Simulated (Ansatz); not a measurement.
hcp Zr was calculated with RPBE (PAW; Ansatz, an electronic-structure program).

Numerical settings: plane-wave cutoff 520 eV, 18×18×12 k mesh (along the axes of the cell as run), Fermi–Dirac smearing 0.05 eV, scalar-relativistic PAW data made under PBE.

Cell (relaxed at this level):

```
CELL_PARAMETERS angstrom
      1.63009    -2.82340     0.00000
      1.63009     2.82340     0.00000
      0.00000     0.00000     5.20590
ATOMIC_POSITIONS crystal
  Zr 0.33333 0.66667 0.25000
  Zr 0.66667 0.33333 0.75000
```

### Question
Give the computed bulk modulus and pressure derivative B′ of the bulk modulus.

### Answer

- bulk modulus = 89.1 GPa
- pressure derivative B′ of the bulk modulus = 3.3

The run finds no gap.

Measured, for comparison: bulk modulus 95.9 GPa (zero-point energy and finite temperature contributions removed, our sources range from 84.3 to 95.9; as tabulated in doi:10.1021/acs.jctc.3c00612). Computed (rounded) less measured: bulk modulus not scored (sources differ).

Note: the bulk modulus comes from volumes at which shape and atoms were relaxed.

The computed numbers hold no vibrational or temperature effects.

Cost on a shared machine: around 2.2 core-minutes (rough).
